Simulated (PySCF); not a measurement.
A PySCF script (with the pyscf-properties extension) for the NMR shieldings of SMILES [H][Al-]([H])([H])[CH3], [CH₆Al]-, on a PBE0-D3(BJ)/def2-SVP geometry:

```python
import basis_set_exchange as bse
import numpy as np
from pyscf import gto, dft
from pyscf.prop import nmr

atoms = """
Al   -0.002770    0.003558   -0.961265
C     0.002385   -0.004395    1.069691
H    -1.019665    0.056574    1.489510
H     0.569493    0.849580    1.486461
H     0.461781   -0.923241    1.481026
H     1.553181   -0.018284   -1.524554
H    -0.761155    1.366561   -1.514764
H    -0.803239   -1.330353   -1.526105
"""
names = {"Al": "pcSseg-2", "C": "pcSseg-1", "H": "pcSseg-1"}
basis = {el: gto.basis.parse(bse.get_basis(n, elements=[el], fmt="nwchem")) for el, n in names.items()}
mol = gto.M(atom=atoms, basis=basis, charge=-1, verbose=0)
mf = dft.RKS(mol, xc="PBE")
mf.grids.level = 2
mf.grids.alignment = dft.numint.BLKSIZE   # the property module wants whole blocks of grid points
mf.conv_tol = 1e-9
mf.kernel()

calc = nmr.RKS(mf)   # GIAO
sigma = calc.kernel()   # uncoupled for a functional without exact exchange
for i, s in enumerate(sigma):   # ppm
    w = np.linalg.eigvalsh((s + s.T) / 2)
    print("%2d %-2s iso %8.1f  s11 %8.1f  s22 %8.1f  s33 %8.1f" % (i, mol.atom_pure_symbol(i), w.mean(), *w))
```

Question: What are the results?

Answer: 
```
 0 Al iso    450.3  s11    430.0  s22    430.1  s33    490.9
 1 C  iso    194.6  s11    183.7  s22    200.0  s33    200.0
 2 H  iso     32.6  s11     29.3  s22     29.8  s33     38.7
 3 H  iso     32.6  s11     29.3  s22     29.8  s33     38.7
 4 H  iso     32.6  s11     29.3  s22     29.8  s33     38.7
 5 H  iso     27.4  s11     25.2  s22     26.1  s33     31.0
 6 H  iso     27.4  s11     25.2  s22     26.1  s33     31.0
 7 H  iso     27.4  s11     25.2  s22     26.1  s33     31.0
```

These numbers come from an equivalent density-fitted implementation of the same equations, which agrees with the script to about 0.01 ppm for H and up to a few tenths of a ppm for heavy atoms, so last digits may differ.

Question: Turn these shieldings into chemical shifts. Shifts are taken against calculated references (same method and geometry level): 27Al (σ = 560.82 ppm) against [Al(H2O)6]3+; TMS for 13C (σ = 180.03 ppm), 1H (σ = 31.20 ppm).

Answer: Averaging equivalent atoms: Al 0: 110.5; C 1: -14.6; H 5/6/7: 3.79; H 2/3/4: -1.39 ppm. 

Size and cost of the density-fitted run: 90 basis functions, 3.4 s wall time on 1 thread of an Arm Neoverse V2, shared host.
